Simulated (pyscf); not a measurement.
Thermochemistry of product channels of H₃C–Al(F)–F + H₂ on the singlet surface, in kJ/mol, from ωB97M-D3(BJ)/def2-TZVP energies (ideal gas, 1 atm, RRHO with modes under 100 cm⁻¹ raised to 100, one conformer, R ln 2 for chiral ones without a mode under 150 cm⁻¹). PySCF, gas phase, ωB97X-D3(BJ)/def2-SVP geometries.

```json
[
 {"products": "H₃C–AlH–F + HF", "ΔE": "___", "ΔH(298 K)": "+179.9", "ΔG(900 K)": "+163.6", "ΔG(1200 K)": "+159.5"},
 {"products": "CH₄ + F–AlH–F", "ΔE": "-19.3", "ΔH(298 K)": "-8.1", "ΔG(900 K)": "-4.9", "ΔG(1200 K)": "___"}
]
```

Question: What belongs in the gaps?

Answer: 
- H₃C–AlH–F + HF, ΔE: +173.2
- CH₄ + F–AlH–F, ΔG(1200 K): +0.2

These are energies of the channels, which say nothing of barriers.
